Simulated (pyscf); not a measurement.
This saddle point was located with ωB97X-D3(BJ)/def2-SVP in PySCF.

```xyz
7

O     -0.6824    -0.2080     1.9566
Ru    -0.9157    -0.5297     0.3508
O     -1.6188    -1.9819    -0.0139
O     -1.7382     0.7436    -0.4058
O      0.5221    -0.3196    -0.5212
H     -0.6278     1.2864    -1.4224
H      0.1528     0.9179    -1.4604
```

Surface: singlet, charge 0. Lowest wavenumbers (cm⁻¹): 1012i, 318, 333, 339, 342.

Question: What reaction is this the transition state of?

Answer: `[O]=[Ru](=[O])(=[O])=[O]` + `[H][H]` <-> `[O]=[Ru](=[O])([OH])[OH]` [singlet], an addition across a multiple bond or ene-type step read from left to right: H–H broken and H–O, H–O formed. At ωB97M-D3(BJ)/def2-TZVP it lies +12.6 kcal/mol from the left side and +87.1 kcal/mol from the right (each side as separated species at their lowest minima found). On the product side the descent ends in a point that may be a rotor saddle (no frequency run), 3.7 kcal/mol over the lowest minimum found and 81.1 kcal/mol under the saddle at ωB97X-D3(BJ)/def2-TZVP. This is the saddle that the search found; another between the same sides may lie lower. Elements past Kr carry the def2 core potentials, without spin-orbit coupling.
